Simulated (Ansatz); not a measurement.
Molecule: C$_{2}$H$_{3}$ (charge 0, doublet). SMILES: [CH]=C
Structure (B3LYP-D3(BJ)/def2-TZVP (Ansatz, a quantum-chemistry and plane-wave program) minimum search):
```xyz
5

C      0.0510    -0.5838    -0.0118
C      0.0446     0.7173     0.0179
H     -0.8735    -1.1638    -0.0541
H      0.9720    -1.1602     0.0038
H     -0.6722     1.5232     0.0139
```
Charge 0, spin multiplicity 2.

Quantity: atomisation energy, in kcal/mol. Conventions: LANL2DZ all-electron up to Ne; 6-311+G** with 5d; valence correlation only; 6-31G* and kin with 6d, 5d where marked; UHF or UKS for open shells; non-relativistic; atomisation electronic, to ground-state atoms; spin-orbit terms left out. First-principles rows: single points at B3LYP-D3(BJ) geometries (Ansatz). A UHF reference is markedly spin-contaminated in at least one set, which strains HF and MP2.

| level | program | atomisation energy (kcal/mol) |
|---|---|---|
| MP2/STO-3G | Ansatz | 435.8 |
| MP2/3-21G | Ansatz | 381.9 |
| MP2/LANL2DZ | Ansatz | 374.2 |
| MP2/6-31G* | Ansatz | 403.6 |
| MP2/6-311+G** | Ansatz | 417.9 |

No value to compare with is used here. The 5 habitual levels span 374.2 (MP2/LANL2DZ) to 435.8 kcal/mol (MP2/STO-3G).

The sets are all those run for this method; runs whose electronic state is in doubt are left out.
